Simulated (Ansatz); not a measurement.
The end point of a relaxation of BAs. Space group F-43m (No. 216), zinc blende type. Level of theory: PBEsol (plane waves to 420 eV, PAW, scalar-relativistic; Ansatz, a quantum-chemistry and plane-wave program).

```cif
data_As4B4
_chemical_formula_sum 'As4 B4'
_space_group_name_H-M_alt 'F-43m'
_space_group_IT_number 216
_space_group_name_Hall 'F -4 2 3'
_cell_length_a 4.76791
_cell_length_b 4.76791
_cell_length_c 4.76791
_cell_angle_alpha 90.000
_cell_angle_beta 90.000
_cell_angle_gamma 90.000
loop_
_atom_site_label
_atom_site_type_symbol
_atom_site_symmetry_multiplicity
_atom_site_Wyckoff_symbol
_atom_site_fract_x
_atom_site_fract_y
_atom_site_fract_z
_atom_site_occupancy
As1 As 4 b 0.50000 0.50000 0.50000 1
B1 B 4 c 0.25000 0.25000 0.25000 1
```
(The calculation used a cell of 2 atoms; values per cell refer to that cell.)

Question: Give the band gap at the level PBEsol.

Answer: 1.08 eV, indirect (valence top at Γ, conduction bottom at 82 % of the way from Γ to X) (no spin-orbit coupling).

Question: What smallest direct gap does PBEsol give?

Answer: 3.25 eV at Γ.

No spin polarisation in the result.

Measured for BAs: a 4.777 Å (room temperature; as listed in M J Lucero, T M Henderson, G E Scuseria, Journal of Physics Condensed Matter (2012)); gap 1.82 eV (room temperature; as listed in Joon Sang Kang et al., Applied Physics Letters (2019)). Computed minus measured — a: PBEsol -0.2 %; gap: PBEsol -0.74 eV. The computed values are for a static lattice, and a measured gap can be an optical one, lowered by exciton binding.

It was reached from a disturbed copy of a Fm-3m (No. 225) cell (rock salt type), against which it lies -0.84 eV/atom.
